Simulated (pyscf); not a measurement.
Thermochemistry of product channels of `[CH3][In]` [singlet] + `[OH][SiH3]` on the singlet surface, in kcal/mol, from ωB97M-D3(BJ)/def2-TZVP energies (ideal gas, 1 atm, RRHO with modes under 100 cm⁻¹ raised to 100, one conformer, R ln 2 for chiral ones without a mode under 150 cm⁻¹). Single points on ωB97X-D3(BJ)/def2-SVP structures (PySCF, gas phase).

```csv
products,ΔE,ΔH(298 K),ΔG(600 K),ΔG(1200 K)
`[CH3][InH][O][SiH3]`,___,-13.6,+5.9,+23.6
`[SiH3][O][In]` [singlet] + `[CH4]`,___,-37.7,-34.1,-29.7
```

Q: Fill in the missing entries.

A: 
- `[CH3][InH][O][SiH3]`, ΔE: -12.9
- `[SiH3][O][In]` [singlet] + `[CH4]`, ΔE: -38.8

The channel to H₃C–InH–O–SiH₃ turns unfavourable between 298 and 1200 K (ΔG from -3.8 kcal/mol to +23.6 kcal/mol).

These are energies of the channels, which say nothing of barriers. Elements past Kr carry the def2 core potentials, without spin-orbit coupling.
